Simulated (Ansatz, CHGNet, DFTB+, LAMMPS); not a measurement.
**hcp Re, equilibrium lattice constant a**

Reference value: 2.761 Å (measured, 293 K, not corrected to a static lattice; as tabulated in Wikipedia's data pages).

Q: What do Lennard-Jones uff-vdw, GFN1-xTB as cut by DFTB+, CHGNet-r²SCAN, LDA, PBE, PBE-D3(BJ), rVV10, r²SCAN+SOC, r²SCAN+rVV10, B3LYP (VWN-RPA form), HSE06, Hartree–Fock give, and how far is each from the reference?

A: 
| level (code) | value (Å) | difference (%) |
|---|---|---|
| Lennard-Jones uff-vdw (LAMMPS) | 2.871 | +3.98 |
| GFN1-xTB as cut by DFTB+ | 2.912 | +5.47 |
| CHGNet-r²SCAN | 2.777 | +0.58 |
| LDA (Ansatz) | 2.738 | -0.83 |
| PBE (Ansatz) | 2.775 | +0.51 |
| PBE-D3(BJ) (Ansatz) | 2.758 | -0.11 |
| rVV10 (Ansatz) | 2.796 | +1.27 |
| r²SCAN+SOC (Ansatz) | 2.761 | 0.00 |
| r²SCAN+rVV10 (Ansatz) | 2.753 | -0.29 |
| B3LYP (VWN-RPA form) (Ansatz) | 2.778 | +0.62 |
| HSE06 (Ansatz) | 2.745 | -0.58 |
| Hartree–Fock (Ansatz) | 2.762 | +0.04 |

Leaving aside Lennard-Jones uff-vdw (doubt noted below): The reference is not for a static lattice or low temperature, so close values are not ranked against it. Off by more than 1.25 %, or 1.75 % on the side where a correction would as a rule narrow the miss (bounds picked here): GFN1-xTB as cut by DFTB+ (+5.47 %), rVV10 (+1.27 %).

The measured value isn't corrected to a static lattice, so vibrations enter the comparison.  Density-functional levels without +SOC have no spin–orbit coupling. Lennard-Jones uff-vdw: this is a force field's van der Waals term alone, without bonds or charges. GFN1-xTB as cut by DFTB+: the method was fitted mainly to molecules. GFN1-xTB as cut by DFTB+: codes differ in how they cut the long-range tail of xTB's charge interaction in a crystal, so the value belongs to this code. Cutoffs and k meshes differ between the levels. Ansatz's density-functional and Hartree–Fock values are scalar-relativistic unless marked +SOC, with PAW data made under PBE.

Machine-learned potentials (CHGNet-r²SCAN) are trained on DFT data: a solid inside that data is no test of them.

Differences are worked out from the printed values.

Ansatz is a quantum-chemistry and plane-wave program.
